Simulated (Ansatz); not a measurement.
Geometry optimisation, UKS PBE-D4/6-31G* in Ansatz.

Input:

```yaml
crystal:
  periodic: [false, false, false]
  atoms:
    - { symbol: "N", position_ang: [-1.4713, -1.49214, 0.06727] }
    - { symbol: B, position_ang: [-0.59734, -0.61114, 0.02177] }
    - { symbol: Si, position_ang: [0.75469, 0.76586, -0.03354] }
    - { symbol: H, position_ang: [-0.58226, -1.40108, -0.84117] }
    - { symbol: H, position_ang: [0.68549, 1.59696, -1.24847] }
    - { symbol: H, position_ang: [0.66485, 1.70841, 1.09578] }
    - { symbol: H, position_ang: [2.12783, 0.23182, 0.0028] }
magnetization:
  spin_polarized: true
basis:
  gaussian: { orbitals: "6-31G*" }
hamiltonian:
  xc: pbe
  dispersion: d4
relax:
  f_tol: 0.02
  max_steps: 50
```

Run as:

```bash
$ ansatz run input.yaml --threads 1 --pin off --max-ram 2048MiB --backend cpu --events-out ev --progress --plain --runs-dir out
```

Question: Where does it end, and by what steps?

Answer: The run converged. After 10 steps the energy has fallen by 2.139 eV; H4 moved furthest, 1.47 Å. Parted: B2–H4.

```
step  energy less start (eV)  largest force component (eV/Å)  accepted
   0                  0.0000                           4.717       yes
   1                 -0.4715                           1.996       yes
   2                 -0.9074                           1.181       yes
   3                 -1.1760                           1.445       yes
   4                 -1.3919                           1.407       yes
   5                 -1.6371                           1.176       yes
   6                 -1.8394                           0.510       yes
   7                 -1.9802                           0.840       yes
   8                 -2.0822                           0.932       yes
   9                 -2.1379                           0.261       yes
  10                 -2.1393                           0.010       yes
```

```xyz
7
Properties=species:S:1:pos:R:3
N -1.089 -1.511 -0.385
B -0.308 -0.543 -0.233
Si 0.929 0.984 0.002
H -1.713 -2.286 -0.509
H 0.842 1.908 -1.176
H 0.580 1.754 1.242
H 2.341 0.493 0.124
```

Whether the end is a true minimum wasn't checked by a vibrational analysis.

Time of the run: 12 s on 1 thread of Intel(R) Xeon(R) 6975P-C (Granite Rapids), with other jobs on the host, peak memory 0.15 GiB.
